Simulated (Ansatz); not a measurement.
# C2H3B: the cost of one run

All numbers are computed with Ansatz 0.2.0 through its Python package. Level of theory: Hartree-Fock/cc-pVDZ.

**1. Starting point**

Bond lengths: B1–C2 1.442 Å, B1–C3 1.416 Å, C2–C3 1.405 Å, B1–H4 1.165 Å, C2–H5 1.101 Å, C3–H6 1.107 Å. Angles: B1–C2–C3 59.7°, B1–C2–H5 149.4°, C3–C2–H5 150.9°, C2–B1–C3 58.9°, C2–B1–H4 149.8°, C3–B1–H4 150.6°, B1–C3–C2 61.5°, B1–C3–H6 151.9°, C2–C3–H6 146.6°.

The script holds or builds the structure itself.

**2. The code**

c2h3b_states.py

```python
"""Restricted and unrestricted solutions of C2H3B, stretched and not."""

import ansatz as az
import numpy as np

BASIS = "cc-pVDZ"
XC = "hf"

mol = (
    az.Crystal.molecule()
    .atom("B", (-0.7962, -0.0028, -0.2054))
    .atom("C", (0.5945, -0.102, -0.5735))
    .atom("C", (0.2256, 0.038, 0.7746))
    .atom("H", (-1.913, 0.1188, -0.5126))
    .atom("H", (1.3612, -0.227, -1.3532))
    .atom("H", (0.57, 0.111, 1.824))
)
symbols = [site.symbol for site in mol.cartesian_sites]

start = np.array([site.position_ang for site in mol.cartesian_sites])
for factor in [1.0, 1.5]:
    xyz = (start - start.mean(axis=0)) * factor
    scaled = az.Crystal.molecule()
    for symbol, place in zip(symbols, xyz):
        scaled = scaled.atom(symbol, place.tolist())
    model = (
        scaled.calculation()
        .basis(gaussian=BASIS)
        .functional(XC)
        .spin("collinear")
    )
    for search in ("off", "standard"):
        try:
            rep = model.scf(lower_state_search=search).run(threads=1).report
        except az.AnsatzError as error:
            print(f"x{factor} search {search}: {type(error).__name__}")
            continue
        state = rep["mean_field"]["state"]
        print(f"all distances x{factor}, search {search:8s} E = {rep['free_energy_ev']:.5f} eV  <S^2> = {abs(state['spin_squared']):.3f}  other states met: {len(rep['mean_field']['others'])}")
```

**3. What the engine is handed**

The package turns the script's settings into the engine's input (first run):

```yaml
crystal:
  periodic: [false, false, false]
  atoms:
    - { symbol: B, position_ang: [-0.8032166666666667, 0.007866666666666664, -0.1977166666666667] }
    - { symbol: C, position_ang: [0.5874833333333334, -0.09133333333333332, -0.5658166666666667] }
    - { symbol: C, position_ang: [0.21858333333333335, 0.048666666666666664, 0.7822833333333332] }
    - { symbol: H, position_ang: [-1.9200166666666667, 0.12946666666666667, -0.5049166666666667] }
    - { symbol: H, position_ang: [1.3541833333333333, -0.21633333333333335, -1.3455166666666667] }
    - { symbol: H, position_ang: [0.5629833333333333, 0.12166666666666667, 1.8316833333333333] }
basis:
  gaussian:
    orbitals: cc-pVDZ
hamiltonian:
  xc: hf
magnetization:
  spin_polarized: true
scf:
  lower_state_search: "off"
```

**4. Running it**

Run with:

```bash
> python c2h3b_states.py
```

What time and memory should one allow on 1 thread of Arm Neoverse V1, shared host?

About 4.8 s, with a peak of 0.17 GiB.
